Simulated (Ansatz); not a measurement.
Reaction (SMILES): [SiH3] (SiH3) → [SiH3-] (an electron is taken up)
B3LYP-D3(BJ)/def2-TZVP geometries, fixed; electronic energies without zero-point terms; positive where energy is released.
Largest species:
```xyz
4

Si    -0.0021     0.0010     0.0803
H      0.0008     1.4066    -0.3921
H      1.2360    -0.7020    -0.3341
H     -1.2075    -0.7183    -0.3975
```
Charge 0, spin multiplicity 2.

The adiabatic electron affinity at MP2 with Ansatz (an electronic-structure program), in eV, split into its Hartree-Fock and correlation parts. Cores are frozen. Open shells are unrestricted. No added dispersion term, no relativity. Functions are those of the species that has most. These sets lack the diffuse functions that anions need.

```
basis        X  functions  Hartree-Fock    MP2
-----------  -  ---------  ------------  -----
cc-pV(D+d)Z  2         38        -0.043  0.662
cc-pV(T+d)Z  3         81         0.012  0.955
cc-pV(Q+d)Z  4        154         0.093  1.118
```

Worked estimate of the basis-set limit from each neighbouring pair, with Hartree-Fock from the larger set and the correlation part extrapolated as X^-3.
Correlation parts: X = 2: 0.705, X = 3: 0.943, X = 4: 1.025.
- (2,3): (27·(0.943) - 8·(0.705))/19 = 1.043; with Hartree-Fock 0.012 the estimate is 1.055 eV.
- (3,4): (64·(1.025) - 27·(0.943))/37 = 1.085; with Hartree-Fock 0.093 the estimate is 1.178 eV.
The last two estimates differ by 0.123 eV; the largest set lies 0.060 from the last. Over the last step Hartree-Fock moves by 0.081 and the correlation part by 0.082.
